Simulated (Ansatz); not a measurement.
Start from `NCC(F)F` and change one atom or group to get `FCC(F)F`.

Ansatz, PBE0-D4/def2-TZVP geometries, multiplicity 1. Each molecule was computed in one conformer, which needn't be the lowest.

```
                                      property  `NCC(F)F`
size of the dipole moment (PBE/def2-TZVPP) / D       1.04
             LUMO energy (PBE/def2-TZVPP) / eV       0.32
          HOMO–LUMO gap (PBE0/def2-TZVPP) / eV       8.53
         HOMO–LUMO gap (B3LYP/def2-TZVPP) / eV       7.92
             HOMO energy (PBE/def2-TZVPP) / eV      -5.80
         LUMO energy (ωB97M-V/def2-TZVPP) / eV       2.62
```

(1) Give the same properties after the change, and the shifts. (Estimate.)

Results:

(1) The calculation gave: 
```csv
property,`FCC(F)F`,shift
size of the dipole moment (PBE/def2-TZVPP) / D,1.38,0.34
LUMO energy (PBE/def2-TZVPP) / eV,0.24,-0.08
HOMO–LUMO gap (PBE0/def2-TZVPP) / eV,11.11,2.58
HOMO–LUMO gap (B3LYP/def2-TZVPP) / eV,10.55,2.63
HOMO energy (PBE/def2-TZVPP) / eV,-7.94,-2.14
LUMO energy (ωB97M-V/def2-TZVPP) / eV,3.08,0.46
```

With PBE0 the HOMO falls by 2.39 eV and the LUMO rises by 0.18 eV, so the gap widens by about 2.57 eV. PBE moves the HOMO by -2.14 eV and ωB97M-V by -2.40 eV. Dipoles are sizes alone; their direction can turn.

B3LYP here is the variant with VWN-RPA as its local correlation; programs differ in this.
